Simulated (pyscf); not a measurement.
H₃C–Ga(CH₃)–OH (SMILES [CH3][Ga]([CH3])[OH]) -> CH₄ (SMILES C) + H₃C–Ga=O (SMILES [CH3][Ga]=[O]), an elimination (singlet surface; C–Ga, H–O broken, C–H formed). Structures and frequencies: ωB97X-D3(BJ)/def2-SVP in PySCF. Energies in kcal/mol from the reactant's lowest minimum found.

Small-basis levels: PySCF, no dispersion term, spherical d functions. AM1 to PM7: differences of heats of formation from MOPAC, which are fitted to 298 K values and so differ in kind from electronic energies by zero-point and thermal terms. GFN2-xTB: tblite. Cost: rough CPU time at the saddle relative to B3LYP/6-31G*+LANL2DZ, from one job on a shared machine.

```
level                    barrier  reaction energy        cost
-----------------------  -------  ---------------  ----------
HF/3-21G                       ?            +63.1        0.08
MP2/6-31G*+LANL2DZ          67.2            +28.4         0.1
BP86/6-31G*+LANL2DZ         58.4            +30.5           1
PBE/6-31G*+LANL2DZ          58.2            +31.9           1
B3LYP/6-31G*+LANL2DZ        66.4            +34.5           1
M06-2X/6-31G*+LANL2DZ       70.3            +43.5           2
B3LYP/6-311+G**+LANL2DZ     69.1            +39.5           2
PBE/def2-SVP                57.5            +33.5           3
GFN2-xTB                    55.4            +20.0  under 0.02
PM3                         63.0            +67.2  under 0.02
PM6                            ?            +37.7  under 0.02
PM7                         86.8            +55.9  under 0.02
ωB97M-D3(BJ)/def2-TZVP         ?            +41.0           –
```

Task: What belongs in the gaps?

Result: 
- HF/3-21G, barrier: 92.3
- PM6, barrier: 85.1
- ωB97M-D3(BJ)/def2-TZVP, barrier: 68.3

Against the last row the barrier runs from -13.0 (GFN2-xTB) to +24.0 kcal/mol (HF/3-21G). At PM3 this geometry lies under one side, so the entry may be no barrier of that level: it is a single point on another level's saddle. ωB97M-D3(BJ)/def2-TZVP has limits of its own. At the saddle there is also a short Ga–H contact that neither side keeps. This is the saddle that the search found; another between the same sides may lie lower. In the def2 sets elements up to Kr have no core potential.
